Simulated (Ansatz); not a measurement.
A run of Ansatz (development build ahead of 0.2.0) on doublet C₂(-) at this shape:

```xyz
2

C     0.0000    0.0000   -0.6844
C     0.0000    0.0000    0.6844
```

Its results:

- Converged: yes
- Reference energy: -75.57086 hartree
- Correlation energy: -0.25973 hartree
- Total energy: -75.83059 hartree
- Spin squared of the determinant: 0.755

Q: Which input gives this output? Name the method, the orbitals and the basis set, and write the input.

A: UHF-MP2 in cc-pVTZ.

```yaml
crystal:
  periodic: [false, false, false]
  atoms:
    - { symbol: C, position_ang: [0.0, 0.0, -0.6844] }
    - { symbol: C, position_ang: [0.0, 0.0, 0.6844] }
basis:
  gaussian: { orbitals: cc-pVTZ }
total_charge: -1
magnetization:
  spin_polarized: true
  initial_magnetization: 1
hamiltonian:
  xc: hf
correlation:
  method: mp2
  frozen_orbitals: { C: 1 }
```

Caution: no diffuse functions for an anion.
